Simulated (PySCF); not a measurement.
# C4H8, SMILES `C1CCC1` (charge 0, multiplicity 1)

The numbers are results of PBE-D3(BJ)/def2-TZVP // PBE0-D3(BJ)/def2-TZVP (PySCF), not measurements.

```json
{
 "HOMO": "-7.22 eV",
 "dipole_moment": "0.00 D",
 "HOMO–LUMO gap": "7.80 eV",
 "LUMO": "0.59 eV",
 "total_energy": "-157.0477 Ha",
 "cost": "roughly 50 core-seconds"
}
```

Bonds (Å): C1–C2 1.541, C1–C4 1.541, C1–H5 1.093, C1–H6 1.091, C2–C3 1.541, C2–H7 1.093, C2–H8 1.091, C3–C4 1.541, C3–H9 1.091, C3–H10 1.093, C4–H11 1.091, C4–H12 1.093. Bond angles (°): C2–C1–C4 88.3, C2–C1–H5 111.3, C2–C1–H6 118.1, C4–C1–H5 111.3, C4–C1–H6 118.1, H5–C1–H6 108.6, C1–C2–C3 88.3, C1–C2–H7 111.3, C1–C2–H8 118.1, C3–C2–H7 111.3, C3–C2–H8 118.1, H7–C2–H8 108.6, C2–C3–C4 88.3, C2–C3–H9 118.1, C2–C3–H10 111.3, C4–C3–H9 118.1, C4–C3–H10 111.3, H9–C3–H10 108.6, C1–C4–C3 88.3, C1–C4–H11 118.1, C1–C4–H12 111.3, C3–C4–H11 118.1, C3–C4–H12 111.3, H11–C4–H12 108.6.
